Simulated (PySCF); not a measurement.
## Atomic charges against the basis set

Hydrogen diatomic, H₂.
Cartesian coordinates in Å at the PBE0-D3(BJ)/def2-SVP level; atoms count from 1:
```xyz
2
H2 angstrom
H      0.3830   -0.0065   -0.0049
H     -0.3775    0.0090   -0.0234
```

PBE0 throughout (PySCF), one geometry, spherical d and f functions. Geometry: PBE0-D3(BJ)/def2-SVP; no solvent, vibrations or thermal averaging. Atoms taken as equivalent share a column and are averaged.

Mulliken charges (e):

| basis | functions | H1/H2 |
| --- | --- | --- |
| STO-3G | 2 | 0.000 |
| 6-31G | 4 | 0.000 |
| 6-31G* | 4 | 0.000 |
| pcSseg-0 | 4 | 0.000 |
| pcSseg-1 | 10 | 0.000 |
| cc-pVDZ | 10 | 0.000 |
| def2-SVP | 10 | 0.000 |
| 6-311+G(2d,p) | 12 | 0.000 |
| def2-TZVP | 12 | 0.000 |
| aug-cc-pVDZ | 18 | 0.000 |
| IGLO-III | 20 | 0.000 |
| cc-pVTZ | 28 | 0.000 |
| pcSseg-3 | 66 | 0.000 |

IAO charges (e):

| basis | functions | H1/H2 |
| --- | --- | --- |
| STO-3G | 2 | 0.000 |
| 6-31G | 4 | 0.000 |
| 6-31G* | 4 | 0.000 |
| pcSseg-0 | 4 | 0.000 |
| pcSseg-1 | 10 | 0.000 |
| cc-pVDZ | 10 | 0.000 |
| def2-SVP | 10 | 0.000 |
| 6-311+G(2d,p) | 12 | 0.000 |
| def2-TZVP | 12 | 0.000 |
| aug-cc-pVDZ | 18 | 0.000 |
| IGLO-III | 20 | 0.000 |
| cc-pVTZ | 28 | 0.000 |
| pcSseg-3 | 66 | 0.000 |

Hirshfeld charges (e):

```csv
basis,functions,H1/H2
STO-3G,2,0.000
6-31G,4,0.000
6-31G*,4,0.000
pcSseg-0,4,0.000
pcSseg-1,10,0.000
cc-pVDZ,10,0.000
def2-SVP,10,0.000
"6-311+G(2d,p)",12,0.000
def2-TZVP,12,0.000
aug-cc-pVDZ,18,0.000
IGLO-III,20,0.000
cc-pVTZ,28,0.000
pcSseg-3,66,0.000
```

Question: Which scheme is steadiest as the basis changes?

Answer: Largest range over the bases for any column: Hirshfeld 0.00 e, IAO 0.00 e, Mulliken 0.00 e. The schemes move by about as much. Without the minimal STO-3G basis the ranges are Hirshfeld 0.00, IAO 0.00, Mulliken 0.00 e.

Question: How much do the charges still move between the two largest bases, cc-pVTZ and pcSseg-3?

Answer: At most, over all atoms: Mulliken 0.000 e, IAO 0.000 e, Hirshfeld 0.000 e.

Question: What do the same runs give for the total energy and the frontier levels?

Answer: 
| basis | energy (Eh) | HOMO (eV) | LUMO (eV) |
| --- | --- | --- | --- |
| STO-3G | -1.1536 | -11.29 | 11.68 |
| 6-31G | -1.1637 | -11.93 | 2.98 |
| 6-31G* | -1.1637 | -11.93 | 2.98 |
| pcSseg-0 | -1.1580 | -11.96 | 2.44 |
| pcSseg-1 | -1.1656 | -11.87 | 1.96 |
| cc-pVDZ | -1.1637 | -11.80 | 2.34 |
| def2-SVP | -1.1638 | -11.80 | 2.33 |
| 6-311+G(2d,p) | -1.1680 | -11.89 | 1.88 |
| def2-TZVP | -1.1681 | -11.89 | 1.89 |
| aug-cc-pVDZ | -1.1639 | -11.84 | 0.72 |
| IGLO-III | -1.1686 | -11.89 | 1.51 |
| cc-pVTZ | -1.1683 | -11.89 | 1.90 |
| pcSseg-3 | -1.1689 | -11.89 | 1.02 |
